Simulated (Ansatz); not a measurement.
**C2N2 (bisisocyanide): the vertical energy of the triplet above the singlet from total energies**

C2N2 has 4 atoms, charge 0, and is taken as a singlet. SMILES: `[C-]#[N+][N+]#[C-]`. Geometry: relaxed at PBE0-D4/def2-TZVP.

Both states at this one shape; open shells run unrestricted unless said. 1 Eh = 27.2114 eV.

| level | program | singlet C2N2 (Eh) | triplet C2N2 (Eh) |
| --- | --- | --- | --- |
| HF/3-21G | Ansatz | -183.446945 | -183.273581 |
| revPBE/cc-pVTZ | Ansatz | -185.566974 | -185.387087 |

Question: Work out the vertical gap, second state less first, at each level.

Answer: 
1. HF/3-21G: -183.273581 − (-183.446945) = 0.173364 Eh = 4.72 eV.
2. revPBE/cc-pVTZ: -185.387087 − (-185.566974) = 0.179887 Eh = 4.89 eV.

No measured value is set beside it here; the levels span 4.72 to 4.89 eV. Hartree–Fock favours the state with fewer electron pairs, since it lacks pair correlation. The reference of the second state is spin-contaminated at HF/3-21G (⟨S²⟩ = 2.26).
